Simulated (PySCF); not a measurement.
Gas-phase reaction: 4 SiF4 + Si2O2 → 6 SiF2 + 2 F2O

Computed with PySCF and rigid-rotor harmonic-oscillator thermochemistry at 1 bar. † marks an energy on the PBE0/def2-TZVP geometry and frequencies; other levels use their own. MP2 and CCSD(T) freeze the core. All species are closed-shell singlets. Si2O2: computed as isolated molecules; such fragments, hydroxides, amides, oligomers or adducts are transient or little studied in the gas. MP2 isn't extrapolated to the basis-set limit. CCSD(T) isn't extrapolated to the basis-set limit.

```tsv
level	ΔH°(298 K), kJ
BLYP/def2-TZVP†	2724
CCSD(T)/def2-TZVPP†	3104
HF/def2-TZVP†	___
M06-2X/def2-TZVP†	3174
MP2/def2-SVP†	___
MP2/def2-TZVPP†	3268
PBE0/def2-SVP†	2865
PBE0/def2-TZVP	___
LDA/def2-TZVP†	2989
ωB97M-V/def2-TZVP†	___
ωB97X-V/def2-TZVP†	3038
```

Fill in the missing entries.


- HF/def2-TZVP†, ΔH°(298 K), kJ: 3329
- MP2/def2-SVP†, ΔH°(298 K), kJ: 3079
- PBE0/def2-TZVP, ΔH°(298 K), kJ: 3016
- ωB97M-V/def2-TZVP†, ΔH°(298 K), kJ: 3004
